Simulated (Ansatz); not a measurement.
How the cohesive energy of zinc-blende HgS (metastable phase) moves with the method

No measured value is used here.

```
level (code)     value (eV/atom)  cell (Å³/atom)
---------------  ---------------  --------------
LDA (Ansatz)                2.61           24.54
PBE (Ansatz)                1.77           26.88
PBEsol (Ansatz)             2.16           25.36
HSE06 (Ansatz)              1.77           25.97
PBE0 (Ansatz)               1.77           25.92
```

Density-functional levels without +SOC have no spin–orbit coupling, which shifts binding energies of heavy elements. Each level is taken at its own relaxed cell. Cutoffs and k meshes differ between the levels. Ansatz's density-functional and Hartree–Fock values are scalar-relativistic unless marked +SOC, with PAW data made under PBE.

Ansatz is a program for electronic structure.
